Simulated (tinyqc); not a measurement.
A ladder of methods, and size consistency: correlation methods against full CI in the sto-3g basis, for H2O, spin multiplicity 1. Computed by the program tinyqc with PySCF. All electrons correlated; +Q is the Davidson correction (1 - c0^2) E_corr. The last columns treat two copies 100 angstrom apart as one system. FCI is the lowest singlet.

Geometry (angstrom):
```
atom       x        y       z
O     0.0000   0.0000  0.0000
H     0.0000   0.8100  0.5430
H     0.0000  -0.8100  0.5430
```

RHF energy of one = -74.959451 hartree

Correlation energies (hartree):
```
method   E_corr of one  share of FCI (%)  E_corr of two at 100 angstrom  two minus twice one (mhartree)
MP2          -0.035941           70.9393                      -0.071882                          0.0000
CISD         -0.049887           98.4669                      -0.097227                          2.5475
CISD+Q       -0.051232          101.1209                      -0.102058                          0.4063
CCSD         -0.050516           99.7082                      -0.101033                          0.0000
CCSD(T)      -0.050605           99.8830                      -0.101210                          0.0000
FCI          -0.050664          100.0000                              -                               -
```

What does the comparison show, and why?

MP2 recovers 71 %, CISD 98.5 % and CCSD 99.7 % of the FCI value (c0^2 = 0.973 in CISD). MP2 and coupled cluster are size consistent, so their last column vanishes; CISD loses 2.55 mhartree, since a double excitation on each copy is a quadruple of the pair, and the Davidson correction leaves +0.41.
